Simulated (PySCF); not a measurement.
NaAl⁺, r²SCAN: how much the basis matters

PySCF, UKS reference; doublet, unpaired electrons σ ↑; De to Na⁺ + Al without counterpoise correction.

```json
{"basis": "cc-pVDZ/cc-pV(D+d)Z", "relativity": "no relativity", "functions": "41", "Re (Å)": "3.412", "ωe (cm⁻¹)": "133", "De (eV)": "0.91", "μ (D)": "-4.21"}
{"basis": "def2-SVPD", "relativity": "no relativity", "functions": "42", "Re (Å)": "3.441", "ωe (cm⁻¹)": "127", "De (eV)": "0.89", "μ (D)": "-4.32"}
{"basis": "aug-cc-pVDZ/aug-cc-pV(D+d)Z", "relativity": "no relativity", "functions": "59", "Re (Å)": "3.418", "ωe (cm⁻¹)": "131", "De (eV)": "0.91", "μ (D)": "-4.20"}
```

(1) How does each smaller set differ from the one with most functions, aug-cc-pVDZ/aug-cc-pV(D+d)Z?

A positive dipole points towards Al; it is taken about the centre of mass and depends on that origin. For an ion De counts to the pair picked by the measured ionisation energies or electron affinities, which need not be the lowest pair at this level. The state is the lowest determinant that a PBE0 search found; another state may lie lower at other levels.

Results:

(1) cc-pVDZ/cc-pV(D+d)Z: -0.6 pm, +1.5 % in ωe, +0.00 eV in De; def2-SVPD: +2.3 pm, -3.1 % in ωe, -0.02 eV in De. All at r²SCAN; the set with most functions is neither the basis-set limit nor always the best.
